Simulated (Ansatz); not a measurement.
hcp Re, treated with r²SCAN in Ansatz (PAW).

Excerpt of the program's output:

```
Crystal: 2 atoms, lattice volume = 29.434 Å³
Basis set: ecut = 560 eV, 881 PW (Γ), exchange–correlation on 72×72×108 points (27 copies of the dense FFT grid, shifted against one another)
Bands: 19, of which v1, the nominal top of the filled ones, is band 15 counted from 1 (14 counted from 0)
Symmetry: 24 space group operations
Space group: P63/mmc (ITA 194), of the structure as read, at distance tolerance 3.1e-5 Å
k-points: 427 of 6912
Functional: x = r2scan, c = r2scan; τ floored in thin density (d = 2e-4 eV/Å³)
SCF iter   1: F=—  HF=-21761.592100 eV  |F-HF|=—  |Δ(HF+E_count)|=         —  Δρ=9.82e-3  dr2=1.31e-2  dr2_τ=1.63e-1
SCF iter   2: F=—  HF=-21761.628765 eV  |F-HF|=—  |Δ(HF+E_count)|=   3.67e-2  Δρ=5.85e-3  dr2=4.21e-3  dr2_τ=5.34e-4
  ...
SCF iter   6: F=—  HF=-21761.632561 eV  |F-HF|=—  |Δ(HF+E_count)|=   1.47e-8  Δρ=5.60e-6  dr2=2.80e-9  dr2_τ=1.76e-9
SCF iter   7: F=-21761.632561 eV  HF=-21761.632561 eV  |F-HF|=1.38e-10  |Δ(HF+E_count)|=   6.37e-9  Δρ=7.20e-7  dr2=7.16e-11  dr2_τ=3.79e-11
SCF 1 converged in 7 iterations: F = -21761.632561 eV  dr2 = 7.16e-11
SCF converged after 7 iterations
Free energy (F): -21761.632561 eV
Internal energy: -21761.620306 eV  (E = F + TS)
E sigma→0 (E₀):  -21761.626434 eV
Fermi energy:    23.782654 eV
--- Forces (eV/Å), atoms counted from 1 ---
  atom   1  Re    -0.00000000     0.00000000     0.00000000
  atom   2  Re     0.00000000    -0.00000000     0.00000000
--- Stress (GPa, compression-positive) ---
       -0.764171      -0.000000       0.000000
        0.000000      -0.764171       0.000000
        0.000000       0.000000       0.002150
  P = ⅓ Tr σ = -0.5087 GPa (-5.087 kbar)
```

**Question.** Write an input file that could have produced this run (the log leaves some choices open).

**Answer.** One answer among several that fit: 
Ansatz 0.2 input:
```yaml
crystal:
  lattice:
    - [1.3805, -2.391096, 0.0]
    - [1.3805, 2.391096, 0.0]
    - [0.0, 0.0, 4.4584]
  atoms:
    - { symbol: Re, position: [0.33333333, 0.66666667, 0.25] }
    - { symbol: Re, position: [0.66666667, 0.33333333, 0.75] }
basis:
  ecutwfc: 560
  ecutrho_ratio: 4
  xc_grid: 3
kpoints:
  mp_grid: { grid: [24, 24, 12] }
hamiltonian:
  xc: r2scan
  dispersion: none
  pseudopotentials: { kind: paw }
scf:
  occupations: { method: fermi_dirac, width: 0.05 }
  convergence: { dr2_threshold: 0.0000000002 }
output:
  forces: true
  stress: true
  eigenvalues: true
```

The PAW data were made under PBE.

Note: cell and atoms aren't relaxed at this level (pressure -0.5 GPa).

Ansatz is a first-principles code.
